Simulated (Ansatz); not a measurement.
**PH3 (singlet): the correlation ladder, cc-pV(T+d)Z**

An exercise on one series of results from a longer session: the logs are not shown, and one member is left open.

Computed with Ansatz 0.2.0, Gaussian basis. Level: cc-pV(T+d)Z, core rule «outside noble gas», up to 5 orbitals frozen.

The runs, in order: UHF; CCSD(T) on RHF; BCCD(T) on RHF; CISD; CCSDT(Q) on RHF; CCSDTQ on RHF; CASSCF and MRCISD+Q, 8 electrons in 7 orbitals; CASSCF and NEVPT4(SD), 8 electrons in 7 orbitals; CASSCF and NEVPT2, 8 electrons in 7 orbitals.

10 further runs of the same task are left out: 1 that didn't finish, 9 set aside as unsound or not needed.

**The system**

The geometry is an MP2(full)/6-31G* stationary point (not a proven minimum).

4 atoms, charge 0, spin multiplicity 1.

Atoms are counted from 1 here; the program's logs count them from 0.

Bond lengths: P1–H2 1.414 Å, P1–H3 1.414 Å, P1–H4 1.414 Å. Angles: H2–P1–H3 94.6°, H2–P1–H4 94.6°, H3–P1–H4 94.6°.

Set-up of the first run:

in.yaml reads:

```yaml
crystal:
  periodic: [false, false, false]
  atoms:
    - {symbol: P, position_ang: [0.000000, 0.000000, 0.066503]}
    - {symbol: H, position_ang: [-0.000001, 1.200646, -0.681212]}
    - {symbol: H, position_ang: [1.039791, -0.600324, -0.681211]}
    - {symbol: H, position_ang: [-1.039791, -0.600324, -0.681210]}
basis:
  gaussian: {orbitals: "cc-pV(T+d)Z.json"}
magnetization: {spin_polarized: true, initial_magnetization: 0}
hamiltonian: {xc: hf}
output: {orbitals: {seedname: orbitals}}
```

Command:

```sh
> ansatz run in.yaml --threads 1 --pin off --events-out ev --progress --plain --max-ram 2764MiB --backend cpu
```

Steps of the session up to this table: UHF; CCSD(T) on RHF; BCCD(T) on RHF; CISD; CCSDT(Q) on RHF; CCSDTQ on RHF; CASSCF and MRCISD+Q, 8 electrons in 7 orbitals; CASSCF and NEVPT4(SD), 8 electrons in 7 orbitals; CASSCF and NEVPT2, 8 electrons in 7 orbitals.

One of the session's tables, all rows but one given; the rest of the session is left out.

| method | from RCCSDTQ (meV) |
| --- | --- |
| RHF | +5603.6 |
| RMP2 | ? |
| CISD | +509.6 |
| RCCSD | +211.5 |
| RCCSD(T) | +30.6 |
| BCCD(T) | +30.1 |
| RCCSDT | +7.5 |
| RCCSDT(Q) | +0.6 |
| RCCSDTQ | 0 |
| CASSCF valence | +4295.4 |
| NEVPT2 valence | +1081.1 |
| NEVPT4(SD) valence | +168.9 |
| MRCISD valence | +312.0 |
| MRCISD+Q valence | +38.7 |

Q: Estimate the row for RMP2 from the others.

**Answer.** from RCCSDTQ (meV): +986.2. In the column «from RCCSDTQ (meV)» it lies between CISD (+509.6) and NEVPT2 valence (+1081.1).
